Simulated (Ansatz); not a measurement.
Two shapes of singlet CF₄.

Shape 1:

```xyz
5

C     0.0393   -0.0309   -0.0016
F     0.7939    0.7959    0.7572
F     0.7448   -0.7668   -0.7124
F    -0.7321    0.7442   -0.7985
F    -0.7794   -0.7377    0.8000
```

Shape 2:

```xyz
5

C     0.0000    0.0000    0.0000
F     0.8204    0.8204    0.8204
F     0.8204   -0.8204   -0.8204
F    -0.8204    0.8204   -0.8204
F    -0.8204   -0.8204    0.8204
```

Basis set: cc-pVTZ (spherical functions). Left uncorrelated: 5 orbitals. Charge 0, multiplicity 1.

Computed with Ansatz (development build ahead of 0.2.0); each method stands on the lowest determinant of its kind that the runs found.

Which shape is lower in energy, and by how much in each method?

```csv
method,E(2) − E(1) (eV)
RHF,1.438
RHF-MP2,0.805
```

Shape 1 is lower. Caution: no unrestricted run beside it, a lower state can exist.
